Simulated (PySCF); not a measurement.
propane (C3H8), SMILES CCC. Atoms are numbered in the order given.

```xyz
11

C      1.2775     0.0000    -0.2582
C      0.0000     0.0000     0.5836
C     -1.2775     0.0000    -0.2582
H      2.1889     0.0000     0.3736
H      1.3267    -0.8935    -0.9158
H      1.3267     0.8935    -0.9158
H      0.0000     0.8855     1.2567
H      0.0000    -0.8855     1.2567
H     -2.1889     0.0000     0.3736
H     -1.3267     0.8935    -0.9158
H     -1.3267    -0.8935    -0.9158
```

Geometry optimised at PBE-D3(BJ)/def2-SVP.

Level of theory: PySCF with PBE-D3(BJ)/def2-SVP.

Harmonic, unscaled wavenumbers; measured fundamentals usually lie a few per cent lower.

| mode | ν (cm⁻¹) | IR (km/mol) | moving atoms (share of kinetic energy) |
|---|---|---|---|
| 1 | 227 | 0.0 | H 98 % |
| 2 | 276 | 0.0 | H 88 %, C 12 % |
| 3 | 359 | 0.2 | C 55 %, H 45 % |
| 4 | 731 | 5.0 | H 93 % |
| 5 | 871 | 1.2 | C 63 %, H 37 % |
| 6 | 876 | 0.0 | H 90 %, C 10 % |
| 7 | 897 | 2.4 | H 84 %, C 16 % |
| 8 | 1058 | 0.3 | C 59 %, H 41 % |
| 9 | 1132 | 1.5 | H 50 %, C 50 % |
| 10 | 1156 | 0.6 | H 56 %, C 44 % |
| 11 | 1262 | 0.0 | H 88 %, C 12 % |
| 12 | 1303 | 3.6 | H 73 %, C 27 % |
| 13 | 1347 | 6.6 | H 68 %, C 32 % |
| 14 | 1354 | 1.5 | H 78 %, C 22 % |
| 15 | 1411 | 0.0 | H 97 % |
| 16 | 1414 | 0.0 | H 96 % |
| 17 | 1422 | 1.6 | H 94 % |
| 18 | 1429 | 12.6 | H 97 % |
| 19 | 1436 | 4.2 | H 92 % |
| 20 | 2961 | 31.6 | H 97 % |
| 21 | 2962 | 1.7 | H 95 % |
| 22 | 2963 | 45.6 | H 96 % |
| 23 | 3000 | 6.4 | H 91 %, C 9 % |
| 24 | 3042 | 0.0 | H 91 %, C 9 % |
| 25 | 3049 | 68.8 | H 91 %, C 9 % |
| 26 | 3055 | 19.4 | H 91 %, C 9 % |
| 27 | 3056 | 34.2 | H 91 %, C 9 % |
